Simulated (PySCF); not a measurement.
**An excited-state table with gaps**

Compound: 2-methyl-1H-pyrrole, C₅H₇N.
SMILES: `c1cc[nH]c1C`

Method used: PySCF 2.14.0, density-fitted response routines, TDDFT PBE0/def2-SVPD, vertical, gas phase, core orbitals frozen in the response. Isolated species at its GFN2-xTB geometry, gas phase.

Lowest singlets, with some entries withheld (?).

```json
{"state": "S1", "λ (nm)": "?", "f": "?", "main configurations (H = HOMO, L = LUMO)": "?"}
{"state": "S2", "λ (nm)": "200.6", "f": "0.0043", "main configurations (H = HOMO, L = LUMO)": "H→L+2 (96%)"}
{"state": "S3", "λ (nm)": "196.1", "f": "0.221", "main configurations (H = HOMO, L = LUMO)": "H→L+1 (96%)"}
{"state": "S4", "λ (nm)": "190.6", "f": "0.0011", "main configurations (H = HOMO, L = LUMO)": "H→L+3 (92%)"}
{"state": "S5", "λ (nm)": "190.1", "f": "0.0001", "main configurations (H = HOMO, L = LUMO)": "H-1→L (90%)"}
{"state": "S6", "λ (nm)": "?", "f": "?", "main configurations (H = HOMO, L = LUMO)": "?"}
```

Question: What stands in place of each question mark?

Answer: 
- S1: λ = 230.1 nm; f = 0.0024; H→L (98%)
- S6: λ = 185.8 nm; f = 0.0001; H-1→L+1 (52%), H→L+4 (47%)

Question: Where do the lowest triplets lie (Tamm–Dancoff)?

Answer: T1 4.28 eV, H→L+1 (94%); T2 5.34 eV, H→L (98%). E(S1) − E(T1) = +1.11 eV.

Question: What is the mean static polarisability from the same response equations?

Answer: 64.1 au (9.50 Å³), with principal values 44.6, 67.8 and 80.0 au.

Question: How far apart are S3 and S4, in eV and cm⁻¹?

Answer: 6.505 − 6.324 = 0.181 eV, or about 1460 cm⁻¹.
